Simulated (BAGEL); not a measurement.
# SiH2O (oxosilane): FCI/STO-3G (density fitting with qzvpp-jkfit)

What is the energy change on altering one bond length of SiH2O (oxosilane) at FCI/STO-3G (density fitting with qzvpp-jkfit)? 

The calculation is run with BAGEL 1.2.2.

19 further runs of the same task are left out: 19 set aside as unsound or not needed.

## 1. The molecule

SiH2O has 4 atoms, charge 0, and is taken as a singlet. As SMILES, `O=[SiH2]`. The shape is that of a PBE0-D4/def2-TZVP optimisation.

Bond lengths: O1–Si2 1.516 Å, Si2–H3 1.485 Å, Si2–H4 1.486 Å. Angles: O1–Si2–H3 124.0°, O1–Si2–H4 124.0°, H3–Si2–H4 111.9°.

## 2. The energy at FCI/STO-3G (density fitting with qzvpp-jkfit)

fci.json reads:

```json
{ "bagel" : [

{
  "title" : "molecule",
  "basis" : "sto-3g",
  "df_basis" : "qzvpp-jkfit",
  "angstrom" : true,
  "geometry" : [
    { "atom" : "O", "xyz" : [   -0.283200,    0.413500,    1.469500 ] },
    { "atom" : "Si", "xyz" : [   -0.006700,    0.009800,    0.034900 ] },
    { "atom" : "H", "xyz" : [    0.439900,   -1.346000,   -0.376200 ] },
    { "atom" : "H", "xyz" : [   -0.150000,    0.922700,   -1.128300 ] }
  ]
},
{
  "title" : "hf"
},
{
  "title" : "fci",
  "nstate" : 1,
  "ncore" : 6
}

]}
```

The run is started by

```console
$ BAGEL_NUM_THREADS=1 BAGEL fci.json > fci.out
```

The program printed:

```text
* using 1 threads per process

  ===============================================================
  ===============================================================

  *** Geometry ***

  { "atom" : "O", "xyz" : [     -0.535170,      0.781402,      2.776953 ] },
  { "atom" : "Si", "xyz" : [     -0.012661,      0.018519,      0.065951 ] },
  { "atom" : "H", "xyz" : [      0.831291,     -2.543571,     -0.710915 ] },
  { "atom" : "H", "xyz" : [     -0.283459,      1.743650,     -2.132178 ] },

  Number of auxiliary basis functions:      241

  Since a DF basis is specified, we compute 2- and 3-index integrals:
    o Being stored without compression. Storage requirement is 0.000 GB

  Number of basis functions:       16
  Number of electrons      :       24

    * METHOD: MOLECULE                             0.04

  *** RHF ***

  === Nuclear Repulsion ===
    52.4847899944

      * DIIS with orbital gradients will be used.

  === RHF iteration (sto-3g) ===
      0       -360.31395959          0.04227239           0.00
      1       -360.33662065          0.05052196           0.00
      2       -360.50500427          0.00274049           0.00
      3       -360.50657082          0.00105297           0.00
      4       -360.50687781          0.00040775           0.00
      5       -360.50691882          0.00015013           0.00
      6       -360.50692502          0.00001889           0.00
      7       -360.50692512          0.00000158           0.00
      8       -360.50692512          0.00000010           0.00
      9       -360.50692512          0.00000002           0.00
     10       -360.50692512          0.00000000           0.00
    * SCF iteration converged.

    * Permanent dipole moment:
           (   -0.160006,     0.233623,     0.830017) a.u.

    * METHOD: HF                                   0.06

  ---------------------------
        FCI calculation
  ---------------------------

  Performs exactly the same way as Knowles & Handy 1984 CPL

  o alpha-beta strings
      length:           420
  o size of the space
      determinant space:  44100
      spin-adapted space: 13860

  o single displacement lists (alpha)
      length:          6300
  o single displacement lists (beta)
      length:          6300

     guess   0:   closed 111111....           open ..........

  === FCI iteration ===

      0  0      -360.50692512     2.14e-03      0.04
      1  0      -360.62579522     1.14e-03      0.04
      2  0      -360.64761951     5.34e-04      0.04
      3  0      -360.65301096     2.43e-04      0.04
      4  0      -360.65373223     1.13e-04      0.05
      5  0      -360.65391193     5.19e-05      0.05
      6  0      -360.65394299     2.34e-05      0.05
      7  0      -360.65395003     1.07e-05      0.04
      8  0      -360.65395131     5.44e-06      0.04
      9  0      -360.65395162     2.21e-06      0.05
     10  0      -360.65395169     9.77e-07      0.05
     11  0      -360.65395170     4.50e-07      0.04
     12  0      -360.65395171     1.96e-07      0.04
     13  0      -360.65395171     1.12e-07      0.04
     14  0      -360.65395171     4.68e-08      0.04
     15  0      -360.65395171     1.85e-08      0.04
     16  0      -360.65395171     8.25e-09      0.04
     17  0      -360.65395171     3.74e-09      0.04
     18  0      -360.65395171     1.57e-09      0.04
     19  0      -360.65395171     7.29e-10      0.04
    ** throwing out 1 trial vectors **
     20  0      -360.65395171     2.87e-10      0.05
    ** throwing out 1 trial vectors **
     21  0      -360.65395171     1.25e-10      0.05
    ** throwing out 1 trial vectors **
     22  0 *    -360.65395171     5.24e-11      0.04

     * ci vector, state   0, <S^2> = 0.0000
       222222....     0.9349615177
       22222.2...    -0.2160526285

    * METHOD: FCI                                  1.05

  ===============================================================
```

Run time: 1.3 s. Hardware: 1 thread of Arm Neoverse V1, shared host; peak memory 0.092 GiB.

## 3. The distorted shape

input.json reads:

```json
{ "bagel": [

{
  "title": "molecule",
  "basis": "sto-3g",
  "df_basis": "qzvpp-jkfit",
  "angstrom": "true",
  "geometry": [
    { "atom": "O", "xyz": [   -0.168565,   -0.316790,    2.400022 ] },
    { "atom": "Si", "xyz": [    0.107935,   -0.720490,    0.965422 ] },
    { "atom": "H", "xyz": [    0.554535,   -2.076290,    0.554322 ] },
    { "atom": "H", "xyz": [   -0.150000,    0.922700,   -1.128300 ] }
  ]
},
{
  "title": "hf"
},
{
  "title": "fci",
  "nstate": 1,
  "ncore": 6
}

]}
```

The run is started by

```console
$ BAGEL_NUM_THREADS=1 BAGEL input.json > input.out
```

The program printed:

```text
* using 1 threads per process

  ===============================================================
  ===============================================================

  *** Geometry ***

  { "atom" : "O", "xyz" : [     -0.318542,     -0.598646,      4.535384 ] },
  { "atom" : "Si", "xyz" : [      0.203968,     -1.361529,      1.824383 ] },
  { "atom" : "H", "xyz" : [      1.047919,     -3.923619,      1.047517 ] },
  { "atom" : "H", "xyz" : [     -0.283459,      1.743650,     -2.132178 ] },

  Number of auxiliary basis functions:      241

  Since a DF basis is specified, we compute 2- and 3-index integrals:
    o Being stored without compression. Storage requirement is 0.000 GB

  Number of basis functions:       16
  Number of electrons      :       24

    * METHOD: MOLECULE                             0.04

  *** RHF ***

  === Nuclear Repulsion ===
    49.7390741175

      * DIIS with orbital gradients will be used.

  === RHF iteration (sto-3g) ===
      0       -360.03394605          0.04885869           0.00
      1       -360.02717991          0.06648923           0.00
      2       -360.26518729          0.00655067           0.00
      3       -360.27131070          0.00210932           0.00
      4       -360.27207759          0.00085465           0.00
      5       -360.27227252          0.00035602           0.00
      6       -360.27230790          0.00010603           0.00
      7       -360.27231169          0.00004371           0.00
      8       -360.27231239          0.00000927           0.00
      9       -360.27231240          0.00000348           0.00
     10       -360.27231240          0.00000128           0.00
     11       -360.27231240          0.00000063           0.00
     12       -360.27231240          0.00000022           0.00
     13       -360.27231240          0.00000008           0.00
     14       -360.27231240          0.00000004           0.00
     15       -360.27231240          0.00000001           0.00
     16       -360.27231240          0.00000001           0.00
    * SCF iteration converged.

    * Permanent dipole moment:
           (   -0.238254,     0.670693,     0.361355) a.u.

    * METHOD: HF                                   0.07

  ---------------------------
        FCI calculation
  ---------------------------

  Performs exactly the same way as Knowles & Handy 1984 CPL

  o alpha-beta strings
      length:           420
  o size of the space
      determinant space:  44100
      spin-adapted space: 13860

  o single displacement lists (alpha)
      length:          6300
  o single displacement lists (beta)
      length:          6300

     guess   0:   closed 111111....           open ..........

  === FCI iteration ===

      0  0      -360.27231240     2.32e-03      0.05
      1  0      -360.45430123     1.62e-03      0.05
      2  0      -360.50007165     9.67e-04      0.05
      3  0      -360.51879950     5.36e-04      0.05
      4  0      -360.52344014     2.94e-04      0.05
      5  0      -360.52499573     1.74e-04      0.05
      6  0      -360.52551511     9.85e-05      0.05
      7  0      -360.52569706     7.33e-05      0.05
      8  0      -360.52578423     4.82e-05      0.05
      9  0      -360.52582593     3.36e-05      0.05
     10  0      -360.52584332     2.18e-05      0.05
     11  0      -360.52585018     1.28e-05      0.05
     12  0      -360.52585270     6.51e-06      0.05
     13  0      -360.52585351     3.85e-06      0.05
     14  0      -360.52585373     2.29e-06      0.05
     15  0      -360.52585381     1.32e-06      0.05
     16  0      -360.52585384     7.27e-07      0.05
     17  0      -360.52585385     3.93e-07      0.05
     18  0      -360.52585385     2.15e-07      0.05
     19  0      -360.52585385     1.22e-07      0.05
    ** throwing out 1 trial vectors **
     20  0      -360.52585385     6.54e-08      0.05
    ** throwing out 1 trial vectors **
     21  0      -360.52585385     3.48e-08      0.06
    ** throwing out 1 trial vectors **
     22  0      -360.52585385     1.72e-08      0.05
    ** throwing out 1 trial vectors **
     23  0      -360.52585385     7.85e-09      0.05
    ** throwing out 1 trial vectors **
     24  0      -360.52585385     3.81e-09      0.05
    ** throwing out 1 trial vectors **
     25  0      -360.52585385     1.73e-09      0.05
    ** throwing out 1 trial vectors **
     26  0      -360.52585385     8.34e-10      0.05
    ** throwing out 1 trial vectors **
     27  0      -360.52585385     4.24e-10      0.05
    ** throwing out 1 trial vectors **
     28  0      -360.52585385     2.36e-10      0.05
    ** throwing out 1 trial vectors **
     29  0      -360.52585385     1.24e-10      0.05
    ** throwing out 1 trial vectors **
     30  0 *    -360.52585385     7.04e-11      0.05

     * ci vector, state   0, <S^2> = -0.0000
       222222....     0.7930232522
       22222.2...    -0.4721868927
       2222.2.2..    -0.1491706201
       222b22a...     0.0813947703
       222a22b...     0.0813947703
       2222..22..     0.0745000882
       22b2a2ab..     0.0557683681
       22a2b2ba..     0.0557683681

    * METHOD: FCI                                  1.50

  ===============================================================
```

Wall time 1.8 s (1 thread of Arm Neoverse V1, shared host); peak memory 0.092 GiB.

## 4. Results

At FCI/STO-3G (density fitting with qzvpp-jkfit), 6 core orbitals frozen:

```
                                                          quantity          value
                                         first shape: total energy  -360.65395 Eh
                                     distorted shape: total energy  -360.52585 Eh
energy change with the Si2–H4 bond stretched from 1.486 to 2.674 Å       3.486 eV
```

In words: With the Si2–H4 bond stretched from 1.486 to 2.674 Å the energy rises by 3.49 eV (80 kcal/mol). The first shape isn't relaxed at this level, so the change isn't measured from a minimum. The minimal basis adds a large error of its own.
